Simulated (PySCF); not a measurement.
Structure problem from calculated spectra and properties.

Formula: C3H5N3.

* NMR, other nuclei: isotropic shieldings of nuclei other than C and H, by class: -110 (2 N), 81 (1 N) ppm [GIAO B97-2/pcSseg-2]
* Rotational structure: rotational constants A, B, C: 9.629, 3.702, 2.720 GHz [PBE0-D3(BJ)/def2-TZVP]
* 13C NMR: chemical shifts (computed TMS as zero) by class: 147.9 (2 C), 32.2 (1 C) ppm [GIAO B97-2/pcSseg-2]
* Dipole: 6.25 D [B97-2/pcSseg-2]
* 1H NMR: chemical shifts (computed TMS as zero) by class: 7.94 (2 H), 3.61 (3 H) ppm [GIAO B97-2/pcSseg-2]

Electronic properties: PySCF, gas phase, density fitting. Levels stand in brackets. Isolated species at its PBE0-D3(BJ)/def2-TZVP geometry, gas phase. NMR classes are plain means over equivalent atoms (diastereotopic ones count apart unless rotation or inversion swaps them), as if these changed places fast.

Question: What is the compound? Reason from the data.

Answer: Numbering: `[CH3:1][n:2]1[cH:3][n:4][n:5][cH:6]1`. Its formula, C3H5N3, gives 3 degrees of unsaturation: 1 ring and 2 π bonds in the structure found (Kekulé form). 3 carbons fall into 2 classes; from least to most shielded: aromatic CH next to a ring nitrogen [C3/C6] (147.9 ppm, 2 C), N-methyl carbon [C1] (32.2 ppm). Hydrogen classes from least to most shielded: 2 H on 2 like atoms (aromatic CH next to a ring nitrogen), C3/C6 (7.94 ppm), 3 H on an N-methyl carbon, C1 (3.61 ppm). The other shieldings belong to: -110 ppm, pyridine-type nitrogen [N4/N5]; 81 ppm, pyrrole-type nitrogen [N2]. By its constants the optimised geometry is an asymmetric top. Structure: `Cn1cnnc1`. Computed isomers that give other values at the same levels: `Cn1cncn1` (13C chemical shifts (computed TMS as zero) by class: 160.6 (1 C), 148.9 (1 C), 37.8 (1 C) ppm); `Cn1nccn1` (13C chemical shifts (computed TMS as zero) by class: 139.9 (2 C), 43.5 (1 C) ppm). The assignments are read from this structure; whether some other isomer fits the data as well wasn't checked.
